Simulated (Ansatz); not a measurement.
## Cubic Cu3N

Computed with LDA (Ansatz, a program for electronic structure, PAW).

Numerical settings: plane-wave cutoff 520 eV, 10×10×10 k mesh, Fermi–Dirac smearing 0.01 eV, no spin polarisation, scalar-relativistic PAW data made under PBE.

Cell: relaxed at this level.

For cubic Cu3N, the lattice parameter a is 3.720 Å and the bulk modulus B0 comes out as 146 GPa.

Note: the bulk modulus is −V dP/dV from two relaxed cells at ±2 % in volume; the volume lies 7 % below that of the published cell.

Static lattice: no zero-point or thermal effects.

It cost roughly 30 core-seconds of CPU time.
